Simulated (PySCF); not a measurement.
Species: C4H5FO.
SMILES with atom numbers: `[CH3:1]/[CH:2]=[CH:3]/[C:4](=[O:5])[F:6]` (hydrogens: H7, H8, H9 on C1; H10 on C2; H11 on C3)

Torsions of this conformer, `[CH3:1]/[CH:2]=[CH:3]/[C:4](=[O:5])[F:6]`: C2–C3–C4–O5 0°.

The closed-shell ground state was solved at several levels (PySCF, density fitting, gas phase, non-relativistic). Isolated species at its PBE0-D3(BJ)/def2-SVP geometry (one conformer only).

```json
{"level": "PBE0/pcSseg-1", "basis functions": "127", "total energy (Eh)": "-330.1050", "HOMO (eV)": "-8.31", "LUMO (eV)": "-1.75", "gap (eV)": "6.56", "dipole (D)": "4.04"}
{"level": "B3LYP/pcJ-1", "basis functions": "212", "total energy (Eh)": "-330.5121", "HOMO (eV)": "-8.07", "LUMO (eV)": "-1.95", "gap (eV)": "6.12", "dipole (D)": "4.02"}
{"level": "PBE0/def2-SVPD", "basis functions": "166", "total energy (Eh)": "-329.9109", "HOMO (eV)": "-8.35", "LUMO (eV)": "-1.85", "gap (eV)": "6.50", "dipole (D)": "4.13"}
```

Question: What might mPW1PW91/pcSseg-2 (286 basis functions) give for the same quantities?

Answer: Total energy -330.5485 Eh, HOMO -8.33 eV, LUMO -1.81 eV, gap 6.52 eV, dipole 4.12 D.

Question: Over all these levels, which gives the widest orbital gap and which the narrowest?

Answer: PBE0/pcSseg-1 (global hybrid, 25 % exact exchange) has the widest, 6.56 eV, and B3LYP/pcJ-1 (global hybrid, 20 % exact exchange) the narrowest, 6.12 eV. Functional and basis both differ between the two, so the spread mixes both effects.

Question: How far do the dipole and the HOMO energy spread over the levels?

Answer: The dipole runs from 4.02 to 4.13 D (mean 4.08 D) and the HOMO from -8.35 to -8.07 eV.
